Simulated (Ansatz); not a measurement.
# SiH3S radical: single points off equilibrium

The task here is to estimate one member of a computed series from the others.

Program: Ansatz 0.2.0, Gaussian basis. Level of theory: single points in def2-TZVPP. These are calculated values, not measurements.

Correlated methods freeze the cores. Orbitals are unrestricted.

### The starting structure

SMILES `[SiH2]S`, 5 atoms, charge 0, spin multiplicity 2.

Atoms are counted from 1 here; the program's logs count them from 0.

Bond lengths: Si1–S2 2.117 Å, Si1–H3 1.403 Å, Si1–H4 1.551 Å, S2–H5 1.354 Å. Angles: S2–Si1–H3 108.6°, S2–Si1–H4 101.6°, H3–Si1–H4 117.9°, Si1–S2–H5 99.2°.

Geometry (Å):

```xyz
5

Si   -0.1499   -0.6997   -0.2780
S     0.2286    1.3832   -0.3016
H    -0.0576   -1.1571    1.0454
H    -1.5324   -0.7735   -0.9769
H     1.3967    1.3980    0.3831
```

Set-up of the first run:

Contents of run/in.yaml:

```yaml
crystal:
  periodic: [false, false, false]
  atoms:
    - {symbol: Si, position_ang: [-0.149900, -0.699700, -0.278000]}
    - {symbol: S, position_ang: [0.228600, 1.383200, -0.301600]}
    - {symbol: H, position_ang: [-0.057600, -1.157100, 1.045400]}
    - {symbol: H, position_ang: [-1.532400, -0.773500, -0.976900]}
    - {symbol: H, position_ang: [1.396700, 1.398000, 0.383100]}
basis:
  gaussian: {orbitals: def2-TZVPP}
magnetization: {spin_polarized: true, initial_magnetization: 1}
correlation: {method: ccsd_t}
scf: {omitted_lower_state_checks: [cluster_reference]}
output: {forces: true}
```

No record of the launch command was kept for these runs.

Steps of the session up to this table: CCSD(T)/def2-TZVPP; PBE0-D4/def2-TZVPP; wB97M-V/def2-TZVPP; r2SCAN-D4/def2-TZVPP; PBE-D4/def2-TZVPP; revPBE-D4/def2-TZVPP; LC-wPBE/def2-TZVPP.

One table of the session follows, with a row left open; its other results are not shown here.

| method | RMS force component (eV/Å) | angle to CCSD(T) forces (°) | dipole (D) |
| --- | --- | --- | --- |
| CCSD(T) | 0.826 | reference | 1.06 |
| PBE0-D4 | 0.835 | 5.9 | 1.07 |
| wB97M-V | 0.816 | 3.1 | 1.11 |
| r2SCAN-D4 | 0.826 | 5.0 | 1.06 |
| PBE-D4 | 0.847 | 12.5 | 0.98 |
| revPBE-D4 | ? | ? | ? |
| LC-wPBE | 0.849 | 9.6 | 1.19 |

Estimate the missing values for revPBE-D4.

The run gave: RMS force component (eV/Å): 0.855; angle to CCSD(T) forces (°): 13.1; dipole (D): 0.97. In the column «RMS force component (eV/Å)» it is the highest.
